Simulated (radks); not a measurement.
**Al²⁺ in [Ne] 3s1: an all-electron calculation**

An exercise on one series of results from a longer session: the logs are not shown, and one member is left open.

Program: radks (a radial shooting solver on a logarithmic mesh, Libxc functionals) version 1. Level of theory: Dirac Kohn-Sham, exchange-only LDA, spin-unpolarised, spherical densities, finite nucleus. These are calculated values, not measurements, unless marked.

## The atom as given

* element: aluminium (Z = 13)
* charge: +2
* electrons: 11
* configuration: [Ne] 3s1
* nuclear rms radius: 3.061 fm

The outer shells:

Al²⁺
```
[Ne] core
3s [↑ ]
```

The first run:

Settings of this run:

```text
Z 13
configuration [Ne] 3s1
relativity Dirac
functional lda,
spin unpolarised
j_filling energy
nucleus finite rms 3.061 fm
c 137.035999084
```

On the command line:

```
> python run_ks.py task.json out
```

This one command runs every case of the session in turn.

Among the steps run: Self-consistent calculation.

One table of the session follows, with a row left open; its other results are not shown here.

From the orbitals of this run (lengths in bohr):

```
level     <r>  outermost maximum (interpolated)  90 % within  nodes
1s1/2       ?                                 ?            ?      ?
2s1/2  0.6283                             0.498        0.995      1
2p1/2  0.6014                             0.426         1.02      0
2p3/2  0.6036                             0.428         1.02      0
3s1/2   2.219                              1.92         3.32      2
```

**Question.** Estimate the row for 1s1/2.

The run gave: <r>: 0.1206; outermost maximum (interpolated): 0.0786; 90 % within: 0.216; nodes: 0. In the column «<r>» it is the lowest.

To keep in mind: Spin polarisation and multiplet splitting are left out.
